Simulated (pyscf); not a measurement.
H₃C–CH•–CH₃ (SMILES C[CH]C) + H₂ (SMILES [H][H]) -> H₃C–CH₂–CH₃ (SMILES CCC) + H• (SMILES [H]), a hydrogen abstraction (doublet surface; H–H broken, C–H formed). Optimised with ωB97X-D3(BJ)/def2-SVP in PySCF. Energies in kJ/mol from the separated reactants.

Small-basis levels: PySCF, no dispersion term, spherical d functions. GFN2-xTB: tblite. Open shells are spin-unrestricted. 

```json
[
 {"level": "HF/STO-3G", "barrier": "115.5", "reaction energy": "+28.0"},
 {"level": "HF/3-21G", "barrier": "82.3", "reaction energy": "-2.5"},
 {"level": "SVWN5/6-31G*", "barrier": "-9.7", "reaction energy": "-2.9"},
 {"level": "BP86/6-31G*", "barrier": "33.4", "reaction energy": "+27.7"},
 {"level": "B3LYP/3-21G", "barrier": "35.1", "reaction energy": "+16.2"},
 {"level": "B3LYP/LANL2DZ", "barrier": "50.2", "reaction energy": "+29.6"},
 {"level": "M06-2X/6-31G*", "barrier": "46.6", "reaction energy": "+1.3"},
 {"level": "B3LYP/6-311+G**", "barrier": "…", "reaction energy": "+30.5"},
 {"level": "GFN2-xTB", "barrier": "…", "reaction energy": "-77.9"},
 {"level": "ωB97M-D3(BJ)/def2-TZVP", "barrier": "…", "reaction energy": "+12.1"}
]
```

### Question
Complete the blanks.

### Answer

- B3LYP/6-311+G**, barrier: 48.1
- GFN2-xTB, barrier: -19.5
- ωB97M-D3(BJ)/def2-TZVP, barrier: 47.9

Against the last row the barrier runs from -67.4 (GFN2-xTB) to +67.6 kJ/mol (HF/STO-3G). At SVWN5/6-31G*, GFN2-xTB this geometry lies under one side, so the entry may be no barrier of that level: it is a single point on another level's saddle. ωB97M-D3(BJ)/def2-TZVP has limits of its own. This is the saddle that the search found; another between the same sides may lie lower. The angle at the transferred H is 176°.
